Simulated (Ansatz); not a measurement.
**BSiCl+ (doublet): the correlation ladder, def2-QZVPP**

One table from this session's results is given with a row withheld; the runs are named, their logs left out.

Method: def2-QZVPP, core rule «outside noble gas», up to 11 orbitals frozen; program: Ansatz 0.2.0, Gaussian basis.

To be run: UHF; ROHF; CCSD(T) on UHF.

2 further runs of the same task are left out: 2 set aside as unsound or not needed.

### The system

The geometry is a PBE0/def2-TZVP stationary point (not a proven minimum) of the parent state, kept for this charge and spin.

3 atoms, charge 1, spin multiplicity 2.

Atoms are counted from 1 here; the program's logs count them from 0.

Bond lengths: Cl1–B2 1.685 Å, B2–Si3 1.896 Å. Angles: Cl1–B2–Si3 180.0°.

Set-up of the first run:

File in.yaml:

```yaml
crystal:
  periodic: [false, false, false]
  atoms:
    - {symbol: Cl, position_ang: [0.000000, 0.000000, 1.755629]}
    - {symbol: B, position_ang: [0.000000, 0.000000, 0.070266]}
    - {symbol: Si, position_ang: [0.000000, 0.000000, -1.825895]}
basis:
  gaussian: {orbitals: "def2-QZVPP.json"}
total_charge: 1
magnetization: {spin_polarized: true, initial_magnetization: 1}
hamiltonian: {xc: hf}
output: {orbitals: {seedname: orbitals}}
```

On the command line:

```bash
$ ansatz run in.yaml --threads 1 --pin off --events-out ev --progress --plain --max-ram 2393MiB
```

Steps of the session up to this table: UHF; ROHF; CCSD(T) on UHF.

One of the session's tables, all rows but one given; the rest of the session is left out.

It belongs to the step «Misses and costs». 

```
  method  from UCCSD(T) (meV)
    ROHF             +11126.9
     UHF                    ?
    UMP2              +1682.1
   UCCSD               +562.1
UCCSD(T)                    0
```

Estimate the missing values for UHF.

The run gave: from UCCSD(T) (meV): +10988.5. In the column «from UCCSD(T) (meV)» it lies between UMP2 (+1682.1) and ROHF (+11126.9).
